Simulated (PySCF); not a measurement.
Gas-phase reaction: 2 Al(OH)3 = 2 AlO + 3 H2 + 4 O

Energies from PySCF, thermal terms from the rigid-rotor harmonic-oscillator model, ideal gas at 1 bar. † marks an energy on the PBE0/def2-TZVP geometry and frequencies; other levels use their own. 6-31G* has spherical d functions here. Open shells (unrestricted): AlO (multiplicity 2), O (multiplicity 3, electronic degeneracy 9); the rest are closed-shell singlets. Spin-orbit splitting is ignored; it lowers the true energy and changes the entropy of O. B3LYP is the form with VWN-RPA correlation. Al(OH)3: computed as isolated molecules; such fragments, hydroxides, amides, oligomers or adducts are transient or little studied in the gas. The harmonic model lacks anharmonicity and excited electronic states, which grow with temperature; levels with a mode under 35 cm⁻¹ are left out.

```
level               ΔE electronic, kJ  ΔH°(298 K), kJ  ΔS°(298 K), J/K  ΔG°(2500 K), kJ
------------------  -----------------  --------------  ---------------  ---------------
B3LYP/6-31G*                     2927            2836              865              670
B3LYP/def2-TZVP†                 3077            2981              867              812
BLYP/def2-TZVP†                  3039            2944              867              774
M06-2X/def2-TZVP†                3223            3128              867              959
PBE/def2-SVP                     3163            3074              861              925
PBE/def2-TZVP†                   3166            3070              867              901
PBE0/def2-QZVP†                  3163            3068              867              898
PBE0/def2-SVP†                   3126            3031              867              862
r2SCAN/def2-TZVP†                3150            3055              867              885
ωB97M-V/def2-TZVP†               3188            3093              867              924
ωB97X-V/def2-TZVP†               3191            3096              867              926
```
ΔH° is lowest at B3LYP/6-31G* and highest at M06-2X/def2-TZVP†. No reference value is set beside these.
